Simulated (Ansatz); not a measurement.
## A relaxation, step by step

CH5O2 (charge +1), singlet, PBE0-D4/def2-TZVP (Ansatz 0.2.0). Settings:

```yaml
hamiltonian: {xc: pbe0, dispersion: d4}
relax: {f_tol: 0.005, max_steps: 200}
```

Start:

O1  (0.206, 0.013, -1.582)
H2  (0.102, 0.829, -2.118)
H3  (-0.054, -0.744, -2.150)
H4  (-0.314, 0.043, -0.450)
C5  (0.040, -0.038, 1.592)
O6  (-0.757, 0.066, 0.652)
H7  (1.138, -0.149, 1.425)
H8  (-0.359, -0.020, 2.631)
(Å)

```
              step  energy less the last (meV)  largest force component (eV/Å)
                 1                        42.5                           0.895
                 2                         8.5                           0.276
                 3                         4.1                           0.155
                 4                         2.2                           0.246
5 (rejected trial)                        11.0                           0.569
                 6                         0.1                           0.036
                 7                         0.1                           0.043
                 8                         0.0                           0.009
                 9                         0.0                           0.004
```

Step 3, positions (Å) and forces (eV/Å):

| atom | x | y | z | Fx | Fy | Fz |
| --- | --- | --- | --- | --- | --- | --- |
| O1 | 0.191 | 0.014 | -1.576 | -0.033 | 0.005 | -0.096 |
| H2 | 0.101 | 0.821 | -2.100 | 0.022 | 0.015 | 0.006 |
| H3 | -0.057 | -0.737 | -2.133 | 0.018 | -0.020 | 0.005 |
| H4 | -0.300 | 0.040 | -0.436 | -0.051 | 0.007 | 0.155 |
| C5 | 0.042 | -0.034 | 1.581 | -0.002 | -0.095 | 0.044 |
| O6 | -0.737 | 0.063 | 0.645 | 0.029 | 0.024 | -0.129 |
| H7 | 1.121 | -0.147 | 1.421 | 0.025 | 0.030 | -0.006 |
| H8 | -0.361 | -0.022 | 2.597 | -0.008 | 0.034 | 0.021 |

Step 7, positions (Å) and forces (eV/Å):

```tsv
atom	x	y	z	Fx	Fy	Fz
O1	0.173	0.016	-1.584	0.008	0.000	-0.011
H2	0.119	0.821	-2.115	0.000	-0.004	0.004
H3	-0.040	-0.738	-2.148	0.001	0.004	0.004
H4	-0.320	0.042	-0.402	-0.022	0.000	-0.005
C5	0.045	-0.038	1.583	-0.043	0.003	0.036
O6	-0.742	0.062	0.650	0.042	-0.002	-0.017
H7	1.123	-0.146	1.417	0.000	0.001	-0.016
H8	-0.358	-0.018	2.599	0.016	-0.002	0.005
```

Step 8, positions (Å) and forces (eV/Å):

```tsv
atom	x	y	z	Fx	Fy	Fz
O1	0.174	0.016	-1.585	0.001	0.000	0.003
H2	0.118	0.821	-2.116	0.001	0.000	-0.002
H3	-0.041	-0.738	-2.149	0.001	0.000	-0.002
H4	-0.320	0.042	-0.403	-0.002	0.000	-0.002
C5	0.045	-0.039	1.584	-0.004	0.002	0.008
O6	-0.740	0.062	0.650	0.007	-0.001	0.001
H7	1.123	-0.146	1.419	-0.002	0.000	-0.009
H8	-0.358	-0.018	2.600	-0.001	-0.001	0.002
```

Last step (9):

O1  (0.174, 0.016, -1.584)
H2  (0.119, 0.821, -2.116)
H3  (-0.041, -0.738, -2.149)
H4  (-0.321, 0.042, -0.403)
C5  (0.045, -0.038, 1.584)
O6  (-0.741, 0.062, 0.650)
H7  (1.123, -0.146, 1.418)
H8  (-0.358, -0.019, 2.600)
(Å)

The run took about 14 s on 2 CPU threads of an Arm Neoverse V1 (shared host).
